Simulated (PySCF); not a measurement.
# Frontier orbitals and the lowest excitations

Species: CH5P.
Z-matrix (Å and degrees, PBE0-D3(BJ)/def2-SVP geometry), rows numbered from 1:
```
C 
P   1  1.6705
H   1  1.0927  2  117.06
H   1  1.0928  2  117.04  3  -146.80
H   2  1.4182  1  112.50  3   -47.10
H   2  1.4185  1  112.57  3  -165.53
H   2  1.4605  1  129.73  3    73.66
```

Method used: PySCF, TDDFT PBE0/def2-SVPD, vertical, gas phase, core orbitals frozen in the response.

Kohn–Sham orbitals with the atoms that hold most of them (Löwdin shares over 4%, at most four atoms; ? is withheld):

| orbital | ε (eV) | atoms |
| --- | --- | --- |
| LUMO+2 | 0.84 | P2 48%, H5 16%, H6 16%, C1 8% |
| LUMO+1 | 0.55 | P2 27%, H7 23%, C1 19%, H6 11% |
| LUMO | 0.40 | P2 42%, H5 17%, H6 16%, C1 10% |
| HOMO | ? | ? |
| HOMO-1 | -10.44 | ? |
| HOMO-2 | -10.86 | C1 34%, P2 32%, H6 8%, H5 8% |
| HOMO-3 | -11.51 | P2 42%, H7 28%, C1 15%, H6 5% |

Task: Which atoms hold the HOMO-1, and with what shares?

Result: C1 (bonded to P and 2 H) 36%; P2 (bonded to C and 3 H) 18%; H4 (bonded to C) 15%; H3 (bonded to C) 15%. By element: carbon 36%, hydrogen 30% or more, phosphorus 18%.

Task: Give the leading atoms of the HOMO.

Result: C1 (bonded to P and 2 H) 53%; P2 (bonded to C and 3 H) 24%; H7 (bonded to P) 7%; H3 (bonded to C) 6%. By element: carbon 53%, phosphorus 24%, hydrogen 14% or more.

Task: What is the HOMO energy, and the HOMO–LUMO gap?

Result: ε(HOMO) = -5.41 eV; the gap is 5.81 eV (0.2135 hartree).

Task: The HOMO–LUMO gap is 5.81 eV. Where does the response calculation put the lowest singlet, and from which orbitals?

Result: S1 is at 4.47 eV (f = 0.011), 1.34 eV below the gap, made of HOMO→LUMO (89%), HOMO→LUMO+1 (10%). 

Task: Give energy, strength and leading configuration of S1 and S3, and follow the Löwdin shares of the leading atoms from the occupied to the empty orbital.

Result: 
- S1 (4.47 eV, f 0.011), HOMO→LUMO (89%): C1 53% → 10%, P2 24% → 42%, H5 at most 7% → 17%
- S3 (4.76 eV, f 0.065), HOMO→LUMO+1 (85%): C1 53% → 19%, P2 24% → 27%, H7 7% → 23%
